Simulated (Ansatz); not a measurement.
Ansatz (an electronic-structure program) input for CH₂, SMILES [CH2] (connectivity only; charge and spin as stated), neutral, multiplicity 1, PBE/def2-TZVPD. The structure is a stationary point at B3LYP-D3(BJ)/def2-TZVPD. The isomer is the one that the SMILES or the coordinates give; other isomers of the formula were not compared.

Ansatz 0.2 input:
```yaml
crystal:
  periodic: [false, false, false]
  atoms:
    - {symbol: C, position_ang: [0.00000000, 0.00000000, 0.17482721]}
    - {symbol: H, position_ang: [0.00000000, -0.86215509, -0.52448164]}
    - {symbol: H, position_ang: [0.00000000, 0.86215508, -0.52448164]}
basis:
  gaussian:
    orbitals: def2-TZVPD
hamiltonian:
  xc: {name: PBE}
```

Output:

```
WARN ansatz: RAYON_NUM_THREADS=1 ignored (pool sized by the plan → 1); use --threads N
Functional definition: PBE
integrals: 0.00 GiB planned
276 factors; their error is unknown
mean field: 0.08 GiB planned
mean field evaluation 1: about -1061.4996 eV, gradient 2.6e1 eV
mean field evaluation 2: about -1060.0427 eV, gradient 3.3e1 eV
mean field evaluation 4: about -1063.4365 eV, gradient 3.8e-1 eV
mean field evaluation 8: about -1063.4182 eV, gradient 7.1e-3 eV
mean field evaluation 16: about -1058.9029 eV, gradient 1.4e1 eV
mean field -1063.41817083 eV, -39.0798969672 hartree, gradient 4.4e-6 eV, S^2 0.000000; 0 other end points of the search recorded, 0 dependent functions left out
reference -1063.41819871 eV, -39.0798979917 hartree; 4, 4 occupied and 51, 51 virtual orbitals, 276 factors
Total energy: -1063.41819871 eV, -39.0798979917 hartree
```

Self-consistency was reached.
